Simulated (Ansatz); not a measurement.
# H₃Ge–PH₂, singlet: the ladder up to RCCSDT(Q)

Geometry: a PBE0/def2-TZVP stationary point for this spin, not checked as a minimum.

```xyz
7

Ge   -0.0194    0.0000    0.6923
P     0.1032    0.0000   -1.6269
H     0.7081   -1.2513    1.2097
H     0.7081    1.2513    1.2097
H    -1.4630    0.0000    1.2228
H    -0.8631   -1.0313   -1.7718
H    -0.8631    1.0313   -1.7718
```

Basis cc-pVDZ; Ansatz 0.2.0. Correlated methods freeze the noble-gas cores and the filled d shells of p-block atoms, which leaves 14 electrons in 51 orbitals. Prefix R: restricted or restricted open-shell reference. Active spaces: frontier = (8e, 8o) about the gap. No spin–orbit coupling is included, and no scalar relativity.

Full CI isn't at hand for all of this; RCCSDT(Q) serves as the reference, and is uncertain by about the last step of the cluster series.

The UHF ⟨S²⟩ is 0.000 and the T1 diagnostic (RCCSD) is 0.0111. The largest doubles amplitude (RCCSD) is 0.038.

| level | E − E(RHF) (eV) |
| --- | --- |
| RMP2 | -6.2311 |
| RCCSD | -7.4970 |
| RCCSD(T) | -7.6902 |

Estimate how far RCCSDT(Q) in cc-pVDZ lies from RCCSD(T). The table doesn't fix it; the size of (T) and the diagnostics are the guide.

RCCSDT(Q) in cc-pVDZ lies 3.8 kJ/mol below RCCSD(T), which is 20 % of the (T) step (-18.6 kJ/mol). The diagnostics are small and one determinant leads, so the series closes fast and only a small part of (T) is left.

The other levels:

| level | E − E(RCCSDT(Q)) (kJ/mol) | share of correlation (%) | wall time |
| --- | --- | --- | --- |
| CISD | 94.2 | 87.38 | 7.5 s |
| BCCD(T) | 3.7 | 99.50 | 7 s |
| RCCSDT | 1.0 | 99.87 | – |
| CASSCF (frontier space) | 586.5 | 21.35 | – |
| NEVPT2 (frontier space) | 137.3 | 81.59 | 65 s |
| MRCISD (frontier space) | 58.9 | 92.10 | – |
| MRCISD+Q (frontier space) | 4.6 | 99.38 | 78 s |

The correlation energy at RCCSDT(Q), counted from RHF, is -7.730 eV. That run took 73 s on 1 thread of Intel Xeon, shared host.

Times hold each run's SCF and search for its determinant on a shared host, so for small cases they say little of a method's own cost; they ran on 1 thread of Intel Xeon.

Atomization energy (electronic, same basis, no zero-point term; atoms at the same level, unrestricted beside the R rows where the molecule is a closed shell, but restricted open-shell past Ca, as are all atoms' steps beyond CCSDT(Q)) at RCCSDT(Q): 1635.0 kJ/mol. Errors of other levels:

```json
{"level": "RHF", "error (kJ/mol)": "-370.3"}
{"level": "RMP2", "error (kJ/mol)": "-49.1"}
{"level": "CISD", "error (kJ/mol)": "-84.7"}
{"level": "RCCSD", "error (kJ/mol)": "-16.0"}
{"level": "RCCSD(T)", "error (kJ/mol)": "-2.1"}
{"level": "BCCD(T)", "error (kJ/mol)": "-2.0"}
{"level": "RCCSDT", "error (kJ/mol)": "-0.7"}
```

This basis is far from its limit, so the value isn't to be set against a measured one. Truncated CI isn't size-consistent, which counts against it in atomization.
